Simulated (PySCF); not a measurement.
# Choosing a basis for TDDFT

Difluorodisulfane, S2F2.
Geometry (PBE0-D3(BJ)/def2-SVP, Å), atoms numbered from 1 in this order:
```xyz
4
S2F2 angstrom
F     -1.7178    0.5206    0.6590
S     -0.9168   -0.5565   -0.2976
S      0.9252   -0.5638    0.2519
F      1.7094    0.5997   -0.6133
```

TDDFT with PBE0 (PySCF), vertical singlets, core orbitals frozen in the response, spherical d and f functions. Isolated species at its PBE0-D3(BJ)/def2-SVP geometry, gas phase.

Question: How do the low singlets change with the basis? Take 6-31G*, def2-SVP, def2-SVPD and def2-TZVP.

Answer: 

| basis | functions | diffuse | S1 (eV) | S2 (eV) | S3 (eV) | S4 (eV) | S5 (eV) | LUMO (eV) | α (au) |
| --- | --- | --- | --- | --- | --- | --- | --- | --- | --- |
| 6-31G* | 64 | no | 5.01 | 5.15 | 5.56 | 6.18 | 6.57 | -1.41 | 33.6 |
| def2-SVP | 64 | no | 5.11 | 5.24 | 5.64 | 6.32 | 6.74 | -1.48 | 31.8 |
| def2-SVPD | 100 | yes | 4.93 | 5.05 | 5.37 | 6.07 | 6.55 | -2.06 | 44.4 |
| def2-TZVP | 136 | no | 4.90 | 5.02 | 5.36 | 6.11 | 6.55 | -1.79 | 38.1 |

States are compared by their number. Against the only diffuse basis here (def2-SVPD, itself not a converged limit), sets without diffuse functions differ by up to 0.18 eV in S1 and 0.19 eV in S5. State by state, the largest deviation of a set without diffuse functions is S1 0.18, S2 0.20, S3 0.27, S4 0.26, S5 0.19 eV. The same number needn't mean the same state in each row. Against def2-SVPD the polarisability deviates by -24% in 6-31G*, -28% in def2-SVP, -14% in def2-TZVP.
